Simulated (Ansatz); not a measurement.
**SiP₂+ (doublet): the correlation ladder, cc-pVTZ**

One table from this session's results is given with a row withheld; the runs are named, their logs left out.

The runs use Ansatz 0.2.0, Gaussian basis; cc-pVTZ, core rule «outside noble gas», up to 15 orbitals frozen.

To be run: UHF; CCSD(T) on ROHF; CCSD(T) on UHF; BCCD(T) on ROHF; CCSDT(Q) on ROHF; CCSDT(Q) on UHF; CASSCF and NEVPT2, 13 electrons in 12 orbitals.

3 further runs of the same task are left out: 3 set aside as unsound or not needed.

## What is computed

The geometry is a PBE0/def2-TZVP stationary point (not a proven minimum) of the parent state, kept for this charge and spin.

3 atoms, charge 1, spin multiplicity 2.

Atoms are counted from 1 here; the program's logs count them from 0.

Bond lengths: P1–Si2 2.037 Å, Si2–P3 2.037 Å. Angles: P1–Si2–P3 180.0°.

Coordinates:

```xyz
3
P2Si
P     0.0000    0.0000    2.0373
Si    0.0000    0.0000    0.0000
P     0.0000    0.0000   -2.0373
```

Set-up of the first run:

in.yaml reads:

```yaml
crystal:
  periodic: [false, false, false]
  atoms:
    - {symbol: P, position_ang: [0.000000, 0.000000, 2.037300]}
    - {symbol: Si, position_ang: [0.000000, 0.000000, 0.000000]}
    - {symbol: P, position_ang: [0.000000, 0.000000, -2.037300]}
basis:
  gaussian: {orbitals: cc-pVTZ}
total_charge: 1
magnetization: {spin_polarized: true, initial_magnetization: 1}
hamiltonian: {xc: hf}
output: {orbitals: {seedname: orbitals}}
```

The run is started by

```console
ansatz run in.yaml --threads 1 --pin off --events-out ev --progress --plain --max-ram 2560MiB --backend cpu
```

Among the steps run: UHF; CCSD(T) on ROHF; CCSD(T) on UHF; BCCD(T) on ROHF; CCSDT(Q) on ROHF; CCSDT(Q) on UHF; CASSCF and NEVPT2, 13 electrons in 12 orbitals.

One of the session's tables, all rows but one given; the rest of the session is left out.

| method | from RCCSDT(Q) (meV) |
| --- | --- |
| UHF | +10247.6 |
| RMP2 | +1506.5 |
| UMP2 | +2553.5 |
| RCCSD | +1341.6 |
| UCCSD | +1034.7 |
| RCCSD(T) | +220.3 |
| UCCSD(T) | +359.9 |
| BCCD(T) | +224.3 |
| RCCSDT | ? |
| UCCSDT | +162.0 |
| RCCSDT(Q) | 0 |
| UCCSDT(Q) | -10.1 |
| CASSCF valence | +7645.8 |
| NEVPT2 valence | +1688.1 |

Estimate the missing values for RCCSDT.

**Answer.** from RCCSDT(Q) (meV): +224.7. In the column «from RCCSDT(Q) (meV)» it lies between BCCD(T) (+224.3) and UCCSD(T) (+359.9).

Left out of the table: ROHF (another determinant or state than the rows shown).

Limits of these values: The determinant is far from a pure spin state, so its energy mixes those of several spin states (harmless only where they are near-degenerate, as at dissociation). The report flags that the cluster equations may have other roots. The program flags RCCSD(T), UCCSD(T), BCCD(T), RCCSDT(Q) as in doubt, so the zero of the table is itself unsure. Warnings: spin contamination; coupled cluster took another determinant than the lowest. Restricted and unrestricted rows rest on different reference determinants; where their highest levels disagree by more than a few hundredths of an eV, they describe different states and don't form one ladder.
